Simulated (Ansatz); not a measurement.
# H2O (water): B3LYP/6-31G(d) (spherical functions)

Aim: the vertical electron affinity of H2O (water) at B3LYP/6-31G* (spherical functions), from 2 runs. 

The results are computed with Ansatz 0.2.0.

24 further runs of the same task are left out: 24 set aside as unsound or not needed.

## (1) The molecule

H2O: 3 atoms, total charge 0, spin state singlet. SMILES: `O`. The shape is that of a PBE0-D4/def2-TZVP optimisation.

Bond lengths: O1–H2 0.960 Å, O1–H3 0.960 Å. Angles: H2–O1–H3 105.1°.

## (2) The energy at B3LYP/6-31G(d) (spherical functions)

run.yaml reads:

```yaml
crystal:
  periodic: [false, false, false]
  atoms:
    - {symbol: O, position_ang: [-0.302700, 0.200200, -0.140600]}
    - {symbol: H, position_ang: [0.466500, 0.548400, 0.315300]}
    - {symbol: H, position_ang: [-0.163800, -0.748600, -0.174700]}
basis:
  gaussian: {orbitals: 6-31G_st_-spherical.json}
hamiltonian: {xc: {name: B3LYP}}
output: {orbitals: {seedname: orbitals}}
accuracy: high
```

The basis set 6-31G* is read from a file made from the Basis Set Exchange's data (not shown).

Started as:

```console
$ ansatz run run.yaml --threads 1 --pin off --max-ram 3480MiB --events-out events.jsonl --progress --plain --runs-dir runs
```

Standard output:

```text
Warning: RAYON_NUM_THREADS=1 ignored (pool sized by the plan → 1); use --threads N
Functional definition: B3LYP
  name "B3LYP"
  parameter a0 = 0.2
  parameter ax = 0.72
  parameter ac = 0.81
  exchange = (1 - a0 - ax)*slater_x + ax*b88_x + a0*exact_x
  correlation = (1 - ac)*vwn_rpa_c + ac*lyp_c
301 factors; integrals over basis functions are off by at most 3.8e-9 eV
mean field evaluation 1: about -2075.4425 eV, gradient 4.7e1 eV
mean field evaluation 2: about -2071.7233 eV, gradient 6.5e1 eV
mean field evaluation 4: about -2079.1381 eV, gradient 1.5e-1 eV
mean field evaluation 8: about -2079.1364 eV, gradient 4.9e-4 eV
mean field evaluation 16: about -2079.1364 eV, gradient 3.0e-9 eV
mean field -2079.13643446 eV, -76.4068546770 hartree, gradient 3.0e-9 eV, S^2 0.000000; 0 other end points of the search recorded, 0 dependent functions left out
reference -2079.13645350 eV, -76.4068553766 hartree; 5, 5 occupied and 13, 13 virtual orbitals, 301 factors
Total energy: -2079.13645350 eV, -76.4068553766 hartree
```

It took 0.4 s on 1 thread of Arm Neoverse V2, shared host.

## (3) The doublet anion

run.yaml: that of step 2 with these lines changed.

```diff
@@ -8,4 +8,6 @@
   gaussian: {orbitals: 6-31G_st_-spherical.json}
+total_charge: -1
+magnetization: {spin_polarized: true, initial_magnetization: 1}
 hamiltonian: {xc: {name: B3LYP}}
+accuracy: high
 output: {orbitals: {seedname: orbitals}}
-accuracy: high
```

The basis set 6-31G* is read from a file made from the Basis Set Exchange's data (not shown).

Started as:

```console
$ ansatz run run.yaml --threads 1 --pin off --max-ram 3480MiB --events-out events.jsonl --progress --plain --runs-dir runs
```

Standard output, shortened:

```text
Warning: RAYON_NUM_THREADS=1 ignored (pool sized by the plan → 1); use --threads N
[... 7 set-up lines as earlier in the session ...]
303 factors; integrals over basis functions are off by at most 3.8e-9 eV
mean field evaluation 1: about -2073.4915 eV, gradient 1.7e1 eV
mean field evaluation 2: about -2072.7272 eV, gradient 2.3e1 eV
mean field evaluation 4: about -2074.4814 eV, gradient 1.8e-1 eV
mean field evaluation 8: about -2074.4795 eV, gradient 6.9e-3 eV
mean field evaluation 16: about -2074.4795 eV, gradient 3.0e-8 eV
mean field -2074.47951301 eV, -76.2357159703 hartree, gradient 3.0e-8 eV, S^2 0.751332; 0 other end points of the search recorded, 0 dependent functions left out
reference -2074.47953489 eV, -76.2357167744 hartree; 6, 5 occupied and 12, 13 virtual orbitals, 303 factors
Total energy: -2074.47953489 eV, -76.2357167744 hartree
```

It took 0.62 s on 1 thread of Arm Neoverse V2, shared host.

## (4) Outcome

At B3LYP/6-31G* (spherical functions):

| quantity | value |
| --- | --- |
| singlet H2O: total energy | -76.40686 Eh |
| singlet H2O: HOMO energy | -7.90 eV |
| singlet H2O: LUMO energy | 1.85 eV |
| singlet H2O: HOMO–LUMO gap | 9.76 eV |
| doublet anion: total energy | -76.23572 Eh |
| doublet anion: HOMO energy (highest over α and β) | 7.55 eV |
| doublet anion: LUMO energy (lowest over α and β) | 10.28 eV |
| doublet anion: ⟨S²⟩ | 0.751 |
| vertical electron affinity (to the doublet anion) | -4.657 eV |

**Reading.** The anion lies 4.66 eV (107 kcal/mol) above the neutral: the electron isn't bound at this level, and such a value depends on the basis. Without diffuse functions anions come out too high. The HOMO (doublet anion) lies at positive energy, 7.55 eV; only total energies tell whether the electron is bound.
